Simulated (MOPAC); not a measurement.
MOPAC input (PM3):

```
PM3 1SCF GEO-OK AUX(PRECISION=9) THREADS=1
H4Si

Si   -0.00000000 1   -0.00000000 1    0.00000000 1
H     0.87559489 1    0.85467525 1    0.83309847 1
H    -0.82219976 1   -0.86546541 1    0.87529791 1
H    -0.88619780 1    0.85452031 1   -0.82197187 1
H     0.83280267 1   -0.84373015 1   -0.88642451 1
```

From the last part of the output:

```
                                                       MOPAC v23.2.5 Linux

          FINAL HEAT OF FORMATION =         12.51322 KCAL/MOL =      52.35531 KJ/MOL

          COSMO AREA              =         79.99 SQUARE ANGSTROMS
          COSMO VOLUME            =         65.61 CUBIC ANGSTROMS

          IONIZATION POTENTIAL    =         11.797150 EV
          HOMO LUMO ENERGIES (EV) =        -11.797  0.641
          NO. OF FILLED LEVELS    =          4
          MOLECULAR WEIGHT        =         32.1171         POINT GROUP:  Td

          MOLECULAR DIMENSIONS (Angstroms)

            Atom       Atom       Distance
            H     5    H     4     2.41727
            H     2    H     3     2.41727
            H     4    H     2     1.70926

          SCF CALCULATIONS        =          1

   ATOM   CHEMICAL          X               Y               Z
  NUMBER   SYMBOL      (ANGSTROMS)     (ANGSTROMS)     (ANGSTROMS)

     1      Si         -0.00000000  *  -0.00000000  *   0.00000000  *
     2       H          0.87559489  *   0.85467525  *   0.83309847  *
     3       H         -0.82219976  *  -0.86546541  *   0.87529791  *
     4       H         -0.88619780  *   0.85452031  *  -0.82197187  *
     5       H          0.83280267  *  -0.84373015  *  -0.88642451  *

                             CARTESIAN COORDINATES

   1   Si       -0.000000000    -0.000000000     0.000000000
   2    H        0.875594890     0.854675250     0.833098470
   3    H       -0.822199760    -0.865465410     0.875297910
   4    H       -0.886197800     0.854520310    -0.821971870
   5    H        0.832802670    -0.843730150    -0.886424510

           Empirical Formula: H4 Si  =     5 atoms

      MOLECULAR POINT GROUP   :   Td

                  EIGENVALUES
 -16.73730 -11.79715 -11.79715 -11.79715   0.64143   2.22335   2.22335   2.22335

              NET ATOMIC CHARGES AND DIPOLE CONTRIBUTIONS

  ATOM NO.   TYPE          CHARGE      No. of ELECS.   s-Pop       p-Pop
    1         Si           0.468517        3.5315     0.91392     2.61756
    2          H          -0.117129        1.1171     1.11713
    3          H          -0.117129        1.1171     1.11713
    4          H          -0.117129        1.1171     1.11713
    5          H          -0.117129        1.1171     1.11713
 DIPOLE           X         Y         Z       TOTAL
 POINT-CHG.     0.000    -0.000    -0.000     0.000
 HYBRID        -0.000     0.000     0.000     0.000
 SUM            0.000    -0.000    -0.000     0.000

          ATOMIC ORBITAL ELECTRON POPULATIONS

     Atom    s        px        py        pz
    1 Si   0.91392   0.87252   0.87252   0.87252
    2  H   1.11713
    3  H   1.11713
    4  H   1.11713
    5  H   1.11713

 **********************
 *                    *
 * JOB ENDED NORMALLY *
 *                    *
 **********************

 == MOPAC DONE ==
```

The geometry given is a B3LYP-D3(BJ)/def2-TZVP minimum.
